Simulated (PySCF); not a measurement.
**Question.** What does the PBE0-D3(BJ)/def2-SVP structure of 4-chloro-1-butene (`C=CCCCl`) look like in three dimensions?

**Answer.** 
```
atom  x, y, z in Å
C1    -1.9994    0.3792   -0.0213
C2    -0.8999   -0.2686   -0.4080
C3     0.4810    0.3101   -0.4189
C4     1.4006   -0.4302    0.5375
Cl5    3.0648    0.2217    0.4856
H6    -2.9805   -0.1028   -0.0345
H7    -1.9594    1.4202    0.3162
H8    -0.9887   -1.3120   -0.7384
H9     0.9112    0.2459   -1.4333
H10    0.4556    1.3771   -0.1474
H11    1.4667   -1.4988    0.2869
H12    1.0480   -0.3413    1.5744
```

Any rigid rotation of these coordinates is as good. Atoms count from 1 in this order. The C–C distances run from 1.333 Å (C1=C2, drawn double) to 1.519 Å (C3–C4, drawn single), a spread of 0.186 Å. Of the pairs four or more bonds apart, H7···H10 is among the closest relative to their van der Waals radii: 2.46 Å, 102 % of the sum of Bondi's values.

Bonds between heavy atoms (Å): C1=C2 1.333, C2–C3 1.497, C3–C4 1.519, C4–Cl5 1.788.

Method used: PySCF, PBE0-D3(BJ)/def2-SVP geometry optimisation, gas phase.

Point group: C1 (no symmetry element, even within 0.4 Å). Whether it is a minimum is left open (no frequencies). The numbers are those of one conformer (C1–C2–C3–C4 117°, C2–C3–C4–Cl5 178°).

On Arm Neoverse V1, one thread, shared host with 32 logical CPUs at a one-minute load of 8.2, this took 19 s of wall time and 0.44 GiB of memory at its peak. These figures are those of the optimisation.
